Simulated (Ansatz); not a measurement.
Worked example: correlation energy of [OH···H···F], doublet

Geometry: a point of a hydrogen-transfer path between rigid fragments, not a stationary point.

```yaml
atoms:
  - { symbol: O, position_ang: [-1.2379, -0.0252, 0.0000] }
  - { symbol: H, position_ang: [-1.4873, 0.9013, 0.0000] }
  - { symbol: H, position_ang: [0.0071, -0.0252, 0.0000] }
  - { symbol: F, position_ang: [1.1211, -0.0252, 0.0000] }
```

Basis cc-pVDZ; Ansatz 0.2.0. Only valence electrons are correlated (noble-gas cores frozen), which leaves 15 electrons in 36 orbitals. Prefix R: restricted or restricted open-shell reference; prefix U: unrestricted.

Full CI isn't at hand for all of this; UCCSDT(Q) serves as the reference, and is uncertain by about the last step of the cluster series.

Runs differ by some tens of microhartree through their thresholds and, for an open shell, their frozen cores, so steps under 0.03 kcal/mol mean nothing.

```tsv
level	total energy (hartree)
UHF	-175.382635
UMP2	-175.742567
UCCSD	-175.760774
UCCSD(T)	-175.765684
UCCSDT	-175.766131
UCCSDT(Q)	-175.766915
```

**Question.** What is the correlation energy at UCCSDT(Q), and what share of it do UMP2 and UCCSD(T) recover?

**Answer.** E(corr) = -175.766915 − (-175.382635) = -0.384280 hartree = -10.457 eV. UMP2: -0.359932 / -0.384280 = 93.66 %. UCCSD(T): -0.383049 / -0.384280 = 99.68 %.

**Question.** By how many kcal/mol does UCCSD(T) miss UCCSDT(Q) (1 hartree = 627.509 kcal/mol), and which steps make up the rest?

**Answer.** -175.765684 − (-175.766915) = 0.001231 hartree = 0.77 kcal/mol. Steps: UCCSDT − UCCSD(T) = -0.28, UCCSDT(Q) − UCCSDT = -0.49 kcal/mol. That is within 1 kcal/mol of the reference in this basis, which itself misses far more of the correlation at the basis-set limit.
